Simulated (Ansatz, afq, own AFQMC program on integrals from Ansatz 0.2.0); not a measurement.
Integrals from Ansatz 0.2.0, then the random walk in our own AFQMC program (afq).

```yaml
crystal:
  periodic: [false, false, false]
  atoms:
    - {symbol: Si, position_ang: [0.000000, 0.000000, 0.443441]}
    - {symbol: O, position_ang: [0.000000, 0.000000, -0.911559]}
    - {symbol: H, position_ang: [0.000000, 1.331946, 1.056677]}
    - {symbol: H, position_ang: [0.000000, -1.331946, 1.056677]}
basis:
  gaussian: {orbitals: cc-pVDZ}
magnetization: {spin_polarized: true, initial_magnetization: 2}
correlation: {method: ccsd_t, electrons: outside_noble_gas, hamiltonian_folder: ham}
```

```sh
$ ansatz run in.yaml --threads 1 --pin off --events-out ev --progress --plain --max-ram 1382MiB
```

afq runs on the folder ham with

```
--method free --trial cisd --walkers 60 --time-step 0.03 --max-blocks 80 --target-error 0.00042 --factor-cut 1e-05 --seed 3108 --times 0,0.21,0.42,0.81,1.2,1.8,2.4,3 --taylor-order 8
```

Times are imaginary, in 1/Eh. The walk had a cap of 1252 s.

Output of the walk:

```
orbitals 36  electrons 7 5  factors 272 of 398
reference energy -364.73814738 Eh
CCSD correlation -0.25925813 Eh in 12 cycles, weight of the determinant in the CISD state 0.8716
repeat  energy at the last time / Eh  error
    10  -365.006115  0.001522
    20  -365.006010  0.001327
    30  -365.006054  0.000929
    40  -365.005323  0.000802
    50  -365.005268  0.000699
    60  -365.005252  0.000659
    70  -365.005174  0.000594
    80  -365.005664  0.000607
time / (1/Eh)  energy / Eh  error  mean overlap
  0.00  -364.997079  0.000252  1.1456
  0.21  -365.000562  0.000243  1.1428
  0.42  -365.002113  0.000254  1.1473
  0.81  -365.003540  0.000315  1.1466
  1.20  -365.003931  0.000314  1.1456
  1.80  -365.004656  0.000508  1.1503
  2.40  -365.005143  0.000566  1.1334
  3.00  -365.005664  0.000607  1.1296
energy -365.005664 +/- 0.000607 Eh
```

The run passed its tests (error under three times the target), which doesn't prove that it has relaxed.

Against this walk (error 16.5 meV) on the same determinant: CCSD(T) 64.8 meV higher, CCSDT(Q) 15.0 meV higher (within the noise). The error is statistical, and a free projection of finite length keeps a remainder of its start. The last points still move (meV from the last: 58 ± 9 at 0.81, 47 ± 9 at 1.20, 27 ± 14 at 1.80, 14 ± 15 at 2.40, 0 ± 17 at 3.00), but the last one has reached CCSDT(Q) within the noise or passed it, so little can be left to fall.

Cautions: remainder of the start not in the error; error above the target (16.5 against 11.4 meV); lower spins were not checked.

The walk took 5 min on 1 thread of Arm Neoverse V2, with other jobs on the host. The log's last line is the free-projection energy.

CCSDT and higher add their correlation energy to the determinant of the CCSD(T) run, since their own runs factorise the integrals more tightly (a shift of under 2 meV). A walk keeps the symmetry of its determinant, which the program's search chose and which needn't be the lowest solution, so a lower state of the same spin and another symmetry isn't excluded.
